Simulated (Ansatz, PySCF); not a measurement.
Barrier height from CH3F2, charge -1 to the transition structure CH3F2, without zero-point energy, on the benchmark's geometries as Psi4's copy of the set gives them.
Transition structure (charge -1, multiplicity 1):
```tsv
atom	x (Å)	y (Å)	z (Å)
F	0.0031	-0.0189	-0.0155
C	-0.0001	-0.0001	1.8079
H	1.0694	0.0017	1.8098
H	-0.5366	0.9251	1.7969
H	-0.5326	-0.9278	1.8171
F	-0.0032	0.0200	3.6318
```

Open shells are unrestricted; no spin–orbit coupling.

Rows in 6-31G* carry no dispersion term and start afresh at each structure (6-31G* with six Cartesian d functions).

Codes used: Ansatz (Gaussian basis) for Hartree–Fock, density functionals and correlated methods; PySCF for 6-31G* rows, the dispersion terms. 

**Question.** Predict the barrier height from revPBE-D3(BJ)/def2-TZVPPD.

**Answer.** 7.8 kcal/mol

**Question.** Give the barrier height at the level BP86/6-31G*.

**Answer.** 3.9 kcal/mol

**Question.** Estimate the barrier height that PBE0/def2-TZVPPD returns for this input.

**Answer.** 11.9 kcal/mol

Ansatz is a quantum-chemistry and plane-wave program.
